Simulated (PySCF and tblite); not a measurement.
Results of a calculation; reference values are marked as such.
Molecule: C₄H₈N₂, numbered as in [H]/[N:1]=[C:2]1\[CH2:3][CH2:4][NH:5][CH2:6]1.

The mean out-of-plane torsion at N5 (0° is planar) is held and the rest relaxed at GFN2-xTB. Energies: B3LYP/pcSseg-1 + D3(BJ). (tblite 0.8, PySCF 2.14.)

Question: Give the DFT energy and dipole along the out-of-plane angle.

Answer: 
```tsv
out-of-plane angle °	E kcal/mol	dipole D
-44	3.06	2.48
-37	0.00	2.39
-28	0.28	2.32
-14	2.56	2.32
0	4.52	2.36
14	4.45	2.44
28	1.86	2.43
38	0.10	2.44
45	1.94	2.52
```

Question: Where is the lowest sampled point, and what does the planar form cost?

Answer: At -37°; the point at 0° lies 4.52 kcal/mol above it.
